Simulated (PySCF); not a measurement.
## `C/C=C\C`: 4 charge schemes on one density

Compound: C₄H₈.
Z-matrix (Å and degrees, GFN2-xTB geometry), rows numbered from 1:
```
C 
C   1  1.4939
C   2  1.3240  1  127.79
C   3  1.4941  2  127.71  1    -0.07
H   1  1.0901  2  109.78  3  -120.94
H   1  1.0900  2  109.73  3   121.11
H   1  1.0854  2  112.49  3     0.11
H   2  1.0833  1  113.84  3   180.00
H   3  1.0835  2  118.39  1  -179.95
H   4  1.0854  3  112.41  2     0.15
H   4  1.0901  3  109.81  2   121.16
H   4  1.0902  3  109.79  2  -120.84
```

Density: PBE0/pcSseg-1 (PySCF); schemes: Mulliken, IAO, Hirshfeld and ESP-fitted. Isolated species at its GFN2-xTB geometry, gas phase.

Q: Do the Mulliken, IAO, Hirshfeld and ESP-fitted schemes agree on where the charge is highest?

A: The schemes don't all agree: Mulliken H5, H6, H11 and H12 (+0.125); IAO H5 and H6 (+0.151); Hirshfeld H5, H6, H11 and H12 (+0.045); ESP-fitted H9 (+0.114).

Q: For which atoms does the sign change between the 4 schemes (beyond +0.03 e in one, beyond −0.03 e in another)?

A: For none.

Q: Do the Mulliken, IAO, Hirshfeld and ESP-fitted schemes agree on where the charge is lowest?

A: The schemes don't all agree: Mulliken C2 and C3 (-0.236); IAO C1 and C4 (-0.426); Hirshfeld C1 and C4 (-0.118); ESP-fitted C3 (-0.203).

Q: What partial charge does each atom carry?

A: In e:

| atom | environment | Mulliken | IAO | Hirshfeld | ESP-fitted |
| --- | --- | --- | --- | --- | --- |
| C1 | allylic carbon | -0.220 | -0.426 | -0.118 | -0.181 |
| C2 | alkene CH carbon | -0.236 | -0.153 | -0.052 | -0.122 |
| C3 | alkene CH carbon | -0.236 | -0.153 | -0.052 | -0.203 |
| C4 | allylic carbon | -0.220 | -0.426 | -0.118 | -0.132 |
| H5 | methyl hydrogen | +0.125 | +0.151 | +0.045 | +0.075 |
| H6 | methyl hydrogen | +0.125 | +0.151 | +0.045 | +0.073 |
| H7 | methyl hydrogen | +0.112 | +0.139 | +0.042 | +0.081 |
| H8 | vinylic hydrogen | +0.095 | +0.139 | +0.038 | +0.095 |
| H9 | vinylic hydrogen | +0.095 | +0.139 | +0.038 | +0.114 |
| H10 | methyl hydrogen | +0.112 | +0.139 | +0.042 | +0.066 |
| H11 | methyl hydrogen | +0.125 | +0.150 | +0.045 | +0.067 |
| H12 | methyl hydrogen | +0.125 | +0.150 | +0.045 | +0.067 |

Mean size of the charges over all atoms: IAO 0.193 e, Mulliken 0.152 e, ESP-fitted 0.106 e, Hirshfeld 0.057 e. Each set sums to the total charge, 0, to within 0.001 e. The Mulliken scheme counts on each atom the diagonal of the density matrix times the overlap matrix over that atom's basis functions.

Q: How many electrons does the IAO scheme count on C4?

A: Z − q = 6 − (-0.426) = 6.426.

Q: Sum the charges by element.

A: 
```tsv
element	atoms	Mulliken	IAO	Hirshfeld	ESP-fitted
C	4	-0.913	-1.159	-0.340	-0.638
H	8	+0.913	+1.159	+0.340	+0.638
```
